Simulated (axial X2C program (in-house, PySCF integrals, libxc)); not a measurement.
# Bond lengths and stretching modes, held linear, of FBF

Calculated with an axial X2C code built on PySCF integrals: two-component X2C with atomic mean-field Coulomb and Gaunt terms, Gaussian nuclei, basis F dyall-av3z, B dyall-v3z with contracted cores. Spin-free rows use the one-electron spin-free X2C Hamiltonian.

Masses F 18.998, B 11.009, F 18.998 u. States: 2c Ω = 1/2 (beyond evenly filled blocks: ω = 1/2); spin-free M_S = 1/2, Λ = 0 (beyond evenly filled blocks: σα).

MP2, spin-free: energies above the lowest point

```
r(F–B) (Å)  r(B–F) (Å)  E (meV)
    1.2763      1.2763    43.51
    1.2763      1.3090    20.31
    1.2763      1.3417    32.20
    1.3090      1.2763    20.31
    1.3090      1.3090     0.00
    1.3090      1.3417    14.99
    1.3090      1.3744    56.64
    1.3417      1.2763    32.20
    1.3417      1.3090    14.99
    1.3417      1.3417    33.26
    1.3744      1.3090    56.64
    1.3744      1.3744   127.34
```

Q: Fit a quadratic surface with cubic terms in each bond: where is the minimum, and what are the two stretching wavenumbers?

A: At MP2, spin-free: bonds 1.310 and 1.310 Å; harmonic stretches 717.9 and 1378.1 cm⁻¹; force constants 5.27, 5.27 and coupling 0.50 mdyn/Å.

The other levels and Hamiltonians give:

| Hamiltonian | level | r(F–B) (Å) | r(B–F) (Å) | lower stretch (cm⁻¹) | upper stretch (cm⁻¹) |
| --- | --- | --- | --- | --- | --- |
| 2c | PBE0 | 1.307 | 1.307 | 705.3 | 1338.9 |
| 2c | HF | 1.273 | 1.273 | 759.2 | 1516.8 |
| 2c | TPSSh | 1.322 | 1.322 | 672.6 | 1263.4 |
| 2c | MP2 | 1.310 | 1.310 | 718.1 | 1377.1 |
| spin-free | PBE0 | 1.307 | 1.307 | 705.1 | 1339.9 |
| spin-free | HF | 1.273 | 1.273 | 758.9 | 1518.7 |
| spin-free | TPSSh | 1.322 | 1.322 | 672.3 | 1264.2 |

Each state is one determinant, the lowest of a limited PBE0 search; the stretches come from a fit to these few points and carry an uncertainty of a few per cent. Other orders of the atoms were not compared. The levels spread by more than a fifth, so the stretches depend strongly on the method. MP2 freezes inner shells (threshold -2 hartree). The molecule was held linear; bending was not examined, so a bent shape may lie lower.
